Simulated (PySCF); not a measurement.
# SiH4O (Si(OH)H3): levels of theory compared

Wanted: a comparison of 6 runs (PBE/STO-6G, UMP2/STO-6G, CCSDT(Q)/STO-6G, NEVPT2(2,2)/STO-6G, QCISD(T)/STO-6G, UCCSD(T)/STO-6G) of SiH4O (Si(OH)H3). The job is set up through a Python script.

The results are computed with PySCF 2.14.0.

2 further runs of the same task are left out: 2 set aside as unsound or not needed.

## 1. The system as given

SiH4O: 6 atoms, total charge 0, spin state singlet. SMILES: `[H][Si]([H])([H])O`. One bond was lengthened or shortened from a relaxed shape.

Bond lengths: Si1–O2 1.625 Å, O2–H3 1.143 Å, Si1–H4 1.464 Å, Si1–H5 1.464 Å, Si1–H6 1.453 Å. Angles: Si1–O2–H3 122.4°, O2–Si1–H4 110.3°, O2–Si1–H5 110.3°, O2–Si1–H6 101.4°, H4–Si1–H5 108.8°, H4–Si1–H6 112.9°, H5–Si1–H6 112.9°.

## 2. A single-point energy at PBE/STO-6G (run 1)

The input, job.py:

```python
from pyscf import gto, dft

system = gto.M(
    atom='''
Si    -0.259456    -0.486631    -0.959826
O     -0.258700    -0.443054     2.111055
H      0.618545     1.173407     3.245151
H      2.335308    -0.482474    -1.921583
H     -1.583095     1.730679    -1.952461
H     -1.583511    -2.838773    -1.467255
''',
    unit='bohr',
    max_memory=1860,
    basis='sto-6g',
    verbose=3,
    charge=0,
)

myscf = dft.RKS(system, xc='pbe')
myscf.conv_tol = 1e-10
myscf.grids.level = 5
myscf.kernel()
if not myscf.converged:
    myscf = myscf.newton().run(myscf.mo_coeff, myscf.mo_occ)

e_tot = myscf.e_tot
print('E = %.10f Eh' % e_tot)
```

Run with:

```
OMP_NUM_THREADS=1 python job.py
```

Log:

```text
converged SCF energy = -365.454296669575
E = -365.4542966696 Eh
```

It took 3.9 s on 1 thread of Arm Neoverse V1, shared host; peak memory 0.19 GiB.

## 3. The energy at UMP2/STO-6G (run 2)

The input, calc.py:

```python
from pyscf import gto, mp

system = gto.M(
    atom=[
    ('Si', (-0.137298, -0.257514, -0.507918)),
    ('O', (-0.136898, -0.234454, 1.117122)),
    ('H', (0.327320, 0.620940, 1.717260)),
    ('H', (1.235792, -0.255314, -1.016858)),
    ('H', (-0.837738, 0.915836, -1.033198)),
    ('H', (-0.837958, -1.502214, -0.776438)),
],
    basis='sto-6g',
    max_memory=1860,
    charge=0,
    verbose=3,
)

hf = system.UHF()
hf.conv_tol = 1e-10
hf.kernel()
if not hf.converged:
    hf = hf.newton().run(hf.mo_coeff, hf.mo_occ)
for _ in range(3):
    mo, _, stable, _ = hf.stability(return_status=True)
    if stable:
        break
    hf.kernel(hf.make_rdm1(mo, hf.mo_occ))

pt = mp.MP2(hf, frozen=6).run()
e_tot = pt.e_tot
print(f'total energy: {e_tot:.8f} hartree')
```

Run with:

```
OMP_NUM_THREADS=1 python calc.py
```

Log:

```text
converged SCF energy = -364.747564371656  <S^2> = 4.5297099e-12  2S+1 = 1
<class 'pyscf.scf.uhf.UHF'> wavefunction is stable in the internal stability analysis
E(UMP2) = -364.829680511122  E_corr = -0.0821161394660403
E(SCS-UMP2) = -364.839768340187  E_corr = -0.092203968530763
total energy: -364.82968051 hartree
```

Wall time 1.1 s (1 thread of Arm Neoverse V1, shared host); peak memory 0.12 GiB.

Runs 3 to 4 aren't shown in full; the table further down has their settings and results.

## 4. The energy at QCISD(T)/STO-6G (run 5)

The input, start.xyz:

```xyz
6

Si    -0.137298    -0.257514    -0.507918
O     -0.136898    -0.234454     1.117122
H      0.327320     0.620940     1.717260
H      1.235792    -0.255314    -1.016858
H     -0.837738     0.915836    -1.033198
H     -0.837958    -1.502214    -0.776438
```

The input, job.py:

```python
from pyscf import gto, scf, cc

molecule = gto.Mole()
molecule.atom = 'start.xyz'
molecule.verbose = 3
molecule.spin = 0
molecule.basis = 'sto-6g'
molecule.max_memory = 1860
molecule.build()

calc0 = scf.RHF(molecule)
calc0.conv_tol = 1e-10
calc0.kernel()
if not calc0.converged:
    calc0 = calc0.newton().run(calc0.mo_coeff, calc0.mo_occ)

mycc = cc.QCISD(calc0, frozen=6)
mycc.kernel()
e_t = mycc.qcisd_t()
e_final = mycc.e_tot + e_t
print('E = %.10f Eh' % e_final)
```

Run with:

```
OMP_NUM_THREADS=1 python job.py
```

Log:

```text
converged SCF energy = -364.747564371657
E(QCISD) = -364.8613021826009  E_corr = -0.1137378109436073
QCISD(T) correction = -0.00132552185641232
E = -364.8626277045 Eh
```

Run time: 0.99 s. Hardware: 1 thread of Arm Neoverse V1, shared host; peak memory 0.1 GiB.

## 5. A single-point energy at UCCSD(T)/STO-6G (run 6)

The input, input.py:

```python
from pyscf import gto, cc

mol = gto.M(
    atom='''
Si  -0.137298  -0.257514  -0.507918
O   -0.136898  -0.234454   1.117122
H    0.327320   0.620940   1.717260
H    1.235792  -0.255314  -1.016858
H   -0.837738   0.915836  -1.033198
H   -0.837958  -1.502214  -0.776438
''',
    max_memory=1860,
    verbose=4,
    charge=0,
    spin=0,
    basis='sto-6g',
)

mf = mol.UHF()
mf.conv_tol = 1e-10
mf.kernel()
if not mf.converged:
    mf = mf.newton().run(mf.mo_coeff, mf.mo_occ)
for _ in range(3):
    mo, _, stable, _ = mf.stability(return_status=True)
    if stable:
        break
    mf.kernel(mf.make_rdm1(mo, mf.mo_occ))

mycc = cc.CCSD(mf, frozen=6)
mycc.kernel()
e_t = mycc.ccsd_t()
e_tot = mycc.e_tot + e_t
print('Final energy', e_tot)
```

Run with:

```
OMP_NUM_THREADS=1 python input.py
```

Log:

```text
PySCF version 2.14.0

[... 90 lines left out ...]
converged SCF energy = -364.747564371656  <S^2> = 4.5297099e-12  2S+1 = 1
[... 14 lines left out ...]
Init t2, MP2 energy = -0.0821161382500747
[... 12 lines left out ...]
UCCSD converged
[... 2 lines left out ...]
Final energy -364.86243100650535
```

Run time: 1.2 s. Hardware: 1 thread of Arm Neoverse V1, shared host; peak memory 0.12 GiB.

## 6. All runs side by side

```
run               level  integration grid  frozen core orbitals  energy (Eh)  dipole moment (D) of the reference  HOMO energy (eV)  LUMO energy (eV)  wall time
  1          PBE/STO-6G                 5                     –  -365.454297                                1.02             -2.14              4.35      3.9 s
  2         UMP2/STO-6G                 –                     6  -364.829681                                1.29             -9.18             11.84      1.1 s
  3     CCSDT(Q)/STO-6G                 –                     6  -364.862825                                1.29             -9.18             11.84        2 s
  4  NEVPT2(2,2)/STO-6G                 –                     –  -364.843285                                1.29             -9.18             11.84      1.1 s
  5     QCISD(T)/STO-6G                 –                     6  -364.862628                                1.29             -9.18             11.84     0.99 s
  6     UCCSD(T)/STO-6G                 –                     6  -364.862431                                1.29             -9.18             11.84      1.2 s
```

## 7. Outcome

| quantity | value |
| --- | --- |
| run 6: total energy | -364.86243 Eh |
| run 6: dipole moment (Hartree–Fock density) | 1.29 D |
| run 6: HOMO energy (Hartree–Fock orbitals) | -9.18 eV |
| run 6: LUMO energy (Hartree–Fock orbitals) | 11.84 eV |
| run 6: HOMO–LUMO gap (Hartree–Fock orbitals) | 21.02 eV |
| run 6: correlation energy (6 core orbitals frozen) | -114.9 mEh |
| run 6: (T) correction | -1.56 mEh |
| run 6: T1 diagnostic | 0.010 |

What this shows: In runs 1, 2, 3, 4, 5, 6 the basis is minimal, so the values are rough. All runs together took 10 s, the longest 3.9 s.
